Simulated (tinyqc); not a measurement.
Inside a calculation. Method: extended Hueckel theory, for LiH-. The parameters take no account of the charge, which enters only through the electron count, and nothing here shows that the anion is bound. Computed by tinyqc, a small Python program that keeps every step (integrals from PySCF). Settings: charge = -1, K = 2.0, multiplicity = 2. Command: `OMP_NUM_THREADS=1 python tinyqc.py 26946 26947 out.jsonl` (the two numbers bound the seeds that draw the settings). One thread of a shared host (Intel(R) Xeon(R) Processor @ 2.60GHz), about 0.01 s of CPU time with the checks.

## Overlaps

Geometry (angstrom):
```
atom         x         y         z
Li    0.000000  0.000000  0.000000
H     0.000000  0.000000  1.787000
```

Parameters chosen for this run:
```
element  shell  Slater exponent   H_ii (eV)
Li          2s         0.650000   -5.400000
Li          2p         0.650000   -3.500000
H           1s         1.300000  -13.600000
```

Slater orbitals, each expanded in six Gaussians scaled to its exponent.

overlap S:
```
           1Li 2s   1Li 2px   1Li 2py   1Li 2pz     2H 1s
1Li 2s   1.000000  0.000000  0.000000  0.000000  0.328947
1Li 2px  0.000000  1.000000  0.000000  0.000000  0.000000
1Li 2py  0.000000  0.000000  1.000000  0.000000  0.000000
1Li 2pz  0.000000  0.000000  0.000000  1.000000  0.456948
2H 1s    0.328947  0.000000  0.000000  0.456948  1.000000
```

## Wolfsberg-Helmholz matrix

diagonal H_ii (eV): 1Li 2s -5.400000, 1Li 2px -3.500000, 1Li 2py -3.500000, 1Li 2pz -3.500000, 2H 1s -13.600000

K = 2.000000

H_ij = K' S_ij (H_ii + H_jj)/2 for i != j (the diagonal keeps H_ii), with K' = 2.

H (eV):
```
            1Li 2s    1Li 2px    1Li 2py    1Li 2pz       2H 1s
1Li 2s   -5.400000   0.000000   0.000000   0.000000   -6.249997
1Li 2px   0.000000  -3.500000   0.000000   0.000000    0.000000
1Li 2py   0.000000   0.000000  -3.500000   0.000000    0.000000
1Li 2pz   0.000000   0.000000   0.000000  -3.500000   -7.813812
2H 1s    -6.249997   0.000000   0.000000  -7.813812  -13.600000
```

## Orbitals

valence electrons = 3

Solve H C = S C e through S^(-1/2); fill by pairs from the bottom, a degenerate level sharing its electrons equally; each orbital has its largest coefficient positive (the first on a tie).

orbital energies (eV): -14.081358  -4.757156  -3.500000  -3.500000  4.576420

occupations: 2.000000  1.000000  0.000000  0.000000  0.000000

coefficients:
```
              MO1        MO2       MO3        MO4        MO5
1Li 2s   0.163872   0.849820  0.000000   0.000000   0.639830
1Li 2px  0.000000   0.000000  0.947160  -0.320763   0.000000
1Li 2py  0.000000   0.000000  0.320763   0.947160   0.000000
1Li 2pz  0.114619  -0.523122  0.000000   0.000000   1.009417
2H 1s    0.879267  -0.116603  0.000000   0.000000  -0.823067
```

sum of one-electron energies = -32.919872 eV

Within a degenerate level the vectors are fixed only up to a rotation; this is one choice.

## Mulliken analysis

P = C n C^T; charge = valence electrons (Li 1, H 1) minus the sum of (P S)_ii on the atom; overlap population = 2 sum P_ij S_ij between two atoms.

charges: 1Li -0.258008, 2H -0.741992

Overlap populations:
```
pair     value
2-1   0.364349
```
